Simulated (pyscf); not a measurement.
Thermochemistry of product channels of `[AlH2][AsH2]` + `[SiH2]` [singlet] on the singlet surface, in kJ/mol, from CCSD(T)/def2-TZVPP + ΔMP2(QZVPP) energies (ideal gas, 1 atm, RRHO with modes under 100 cm⁻¹ raised to 100, one conformer, R ln 2 for rigid chiral ones). PySCF, gas phase, ωB97X-D3(BJ)/def2-SVP geometries. Correlated levels are frozen-core, on RHF or UHF. ΔMP2 is the change of the MP2 total energy from the triple- to the quadruple-zeta basis.

```
products                     ΔE  ΔH(298 K)  ΔG(298 K)  ΔG(600 K)
-------------------  ----------  ---------  ---------  ---------
`[AlH2][AsH][SiH3]`  (withheld)     -267.3     -218.2     -168.7
`[SiH3][AlH][AsH2]`  (withheld)     -229.1     -186.3     -143.6
```

Problem. Fill in the missing entries.

Solution. 
- `[AlH2][AsH][SiH3]`, ΔE: -281.4
- `[SiH3][AlH][AsH2]`, ΔE: -243.1

These are energies of the channels, which say nothing of barriers. The CCSD(T) − MP2 part came from Ansatz, without density fitting, on the same reference. The frozen core leaves the outer d or s,p core shells of the metals and heavy elements correlated in the MP2 and CC values, and def2-TZVPP describes them poorly, which can shift differences by a few kcal/mol. Elements up to Kr have no core potential and no relativistic terms here.
